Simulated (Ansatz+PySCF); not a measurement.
The numbers below are computed, except where a source is named.
Input for Ansatz (development build ahead of 0.2.0):

```yaml
crystal:
  periodic: [false, false, false]
  atoms:
    - { symbol: H, position_ang: [0.0, 0.0, -2.97382] }
    - { symbol: Cl, position_ang: [0.0, 0.0, 0.17493] }
basis:
  gaussian: { orbitals: "6-31G" }
hamiltonian:
  xc: hf
correlation:
  method: mp2
  frozen_orbitals: { Cl: 5, H: 0 }
scf:
  omitted_lower_state_checks: [atomic_configurations, cluster_reference, orbital_swaps, given_window_search, neighbouring_geometries, increment]
```

The input is written out in the form of the current development build from the run's settings.

Results

```yaml
Converged: yes
Reference_energy: -459.79954 hartree
Correlation_energy: -0.11666 hartree
Total_energy: -459.91619 hartree
Spin_squared_of_the_determinant: 0.000
Occupied_orbitals_by_symmetry_in_an_Abelian_subgroup_alpha;_beta: 5 A1 2 B1 2 B2; 5 A1 2 B1 2 B2
```

Messages of the program:
```
unlike orbitals would lower it
```

Caution: large amplitudes, a single reference is doubtful; an unrestricted determinant lies well below.
